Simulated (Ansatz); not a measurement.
Geometry optimisation, RKS r2SCANh/STO-3G (Ansatz).

input.yaml

```yaml
crystal:
  periodic: [false, false, false]
  atoms:
    - { symbol: O, position_ang: [-1.2234, -0.8669, 1.1761] }
    - { symbol: C, position_ang: [-0.8662, 0.392, 0.7012] }
    - { symbol: C, position_ang: [-1.30565, 1.4891, 1.30339] }
    - { symbol: C, position_ang: [-2.21832, 1.64769, 2.49261] }
    - { symbol: Cl, position_ang: [-1.34943, 2.69502, 3.67996] }
    - { symbol: C, position_ang: [-1.73851, 1.26526, -0.07336] }
    - { symbol: H, position_ang: [-2.2135, -0.7566, 1.2582] }
    - { symbol: H, position_ang: [-2.33593, 0.67605, 2.99647] }
    - { symbol: H, position_ang: [-3.14146, 2.02429, 2.241] }
    - { symbol: H, position_ang: [-2.75383, 0.88, -0.25707] }
    - { symbol: H, position_ang: [-1.27962, 1.83816, -0.84731] }
basis:
  gaussian: { orbitals: STO-3G }
hamiltonian:
  xc: r2scanh
relax:
  f_tol: 0.015
  max_steps: 40
output:
  orbitals: {}
```

Launched with:

```bash
$ ansatz run input.yaml --threads 1 --pin off --max-ram 2048MiB --backend cpu --events-out ev --progress --plain --runs-dir out
```

Q: Where does it end, and by what steps?

A: The run converged. Limits of this set-up: minimal basis. After 16 steps the energy has fallen by 2.820 eV; H7 moved furthest, 1.41 Å.

```tsv
step	energy less start (eV)	largest force component (eV/Å)	accepted
0	0.0000	4.203	yes
1	-1.1340	1.547	yes
2	-1.5633	1.318	yes
3	-1.9160	1.665	yes
4	-2.2326	1.841	yes
5	-2.5349	0.901	yes
6	-2.7047	1.214	yes
7	-2.7847	0.380	yes
8	-2.7776	1.170	no
9	-2.8083	0.605	yes
10	-2.8157	0.221	yes
11	-2.8155	0.219	no
12	-2.8181	0.023	yes
13	-2.8192	0.045	yes
14	-2.8198	0.044	yes
15	-2.8200	0.022	yes
16	-2.8201	0.008	yes
```

```xyz
11
Properties=species:S:1:pos:R:3
O -1.072 -1.179 0.569
C -1.541 0.105 0.692
C -2.018 1.137 1.368
C -2.395 1.793 2.637
Cl -0.957 2.702 3.426
C -1.817 1.329 -0.136
H -1.064 -1.520 1.532
H -2.727 1.067 3.400
H -3.171 2.564 2.492
H -2.692 1.355 -0.803
H -0.973 1.931 -0.506
```

Time of the run: 57 s on 1 thread of Intel(R) Xeon(R) Processor @ 2.70GHz, with other jobs on the host, peak memory 0.16 GiB.
